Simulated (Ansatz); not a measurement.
Two structures of SiH$_{5}$OF, closed shell, reached by relaxing down either side of one saddle point (PBE0-D4/def2-TZVP). Energies are electronic, without zero-point energy. Ansatz 0.2.0; basis: def2-TZVPP and def2-QZVPP; cores frozen in the correlated methods. Extrapolation: Hartree–Fock as exp(−7.88 √X), correlation as X^−2.97. First:

Si1  (-0.430, 0.666, 0.430)
F2  (-0.277, -0.923, 0.502)
H3  (-0.518, 1.054, -0.989)
H4  (-1.644, 0.992, 1.215)
O5  (0.893, 1.404, 1.029)
H6  (0.378, -2.198, -1.728)
H7  (0.546, -2.379, -2.432)
H8  (1.052, 1.384, 1.973)
(Å)

Second:

```csv
atom,x (Å),y (Å),z (Å)
Si1,-0.4644,0.6620,-0.5148
F2,0.7974,-1.8567,1.1026
H3,-0.3670,1.6574,-1.6043
H4,-1.8467,0.6178,0.0279
O5,0.6602,1.0491,0.6114
H6,0.5335,-1.7963,0.2149
H7,-0.1862,-0.6997,-1.0915
H8,0.8732,0.3665,1.2539
```

(1) Which bonds change from the first to the second?

(2) Give the saddle point's structure and its height above each. (An estimate is asked for; the value comes from the calculation.)

The T1 diagnostic stays at or below 0.013.

## Answers

(1) SiH₃OF ([OH][SiH2][F]) + H₂ → SiH₄O ([OH][SiH3]) + HF; bonds formed: Si1–H7, F2–H6; bonds broken: Si1–F2, H6–H7.

(2) The calculation gives: 254.1 kJ/mol above the first and 129.6 kJ/mol above the second (CCSD(T) at an estimated basis limit (MP2 extrapolated from triple and quadruple zeta, plus CCSD(T) − MP2 in triple zeta)).
```xyz
8
angstrom
Si -0.3125 0.3404 -0.1943
F 0.1816 -1.2912 0.8249
H -0.3875 1.1780 -1.4200
H -1.6909 0.1501 0.2952
O 0.8015 1.1750 0.6561
H 0.2071 -1.3669 -0.3837
H 0.0959 -0.9349 -1.2394
H 1.1049 0.7496 1.4612
```

Labels in which every atom is bracketed show which atoms are joined, not bond orders.

For scale, one of the runs: CCSD(T)/def2-TZVPP, 174 basis functions (an equivalent command: `ansatz run in.yaml --threads 2`). Hardware: 2 CPU threads, shared host. Wall time 22 s; peak host memory 1.6 GiB.
